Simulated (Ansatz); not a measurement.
A made-up structure of MgSiH$_{3}$S (charge +1), closed shell:

| atom | x (Å) | y (Å) | z (Å) |
| --- | --- | --- | --- |
| Mg1 | -2.2902 | -0.1002 | -1.1037 |
| Si2 | 0.5650 | 0.2419 | -0.1302 |
| S3 | 1.2315 | -0.6465 | 1.8921 |
| H4 | -4.0511 | -0.3228 | -1.6824 |
| H5 | 1.8765 | 1.0095 | -0.8150 |
| H6 | 2.6683 | -0.1818 | 1.8392 |

It is relaxed with PBE-D4/def2-SVP and then PBE0-D4/def2-TZVP (Ansatz 0.2.0). Atoms count as bonded within 1.22 times the sum of their covalent radii (H–H: 0.88 Å). The end point is not checked to be a true minimum.

Q: Does its bonding change? (Judge from chemistry; the calculation decides.)

A: By the calculation: No: no bond forms or breaks.

Where it ends: The first stage lowers the energy by 0.89 eV in 5 steps. It ends as MgSiH₃S ([MgH][SiH][SH]), total charge +1:
```xyz
6
angstrom
Mg -2.0472 -0.0925 -0.9812
Si 0.5020 0.2128 -0.1119
S 1.1050 -0.5773 1.6924
H -3.6161 -0.2833 -1.5108
H 1.6693 0.8999 -0.7285
H 2.3869 -0.1597 1.6399
```

Labels in which every atom is bracketed show which atoms are joined, not bond orders.

For scale, one of the runs: PBE0-D4/def2-TZVP relaxation, 124 basis functions, launched by `ansatz run in.yaml --threads 2 --pin off --events-out ev --progress --plain --max-ram 4352MiB`. The run took about 13 s on 2 CPU threads of an Arm Neoverse V1 (shared host).
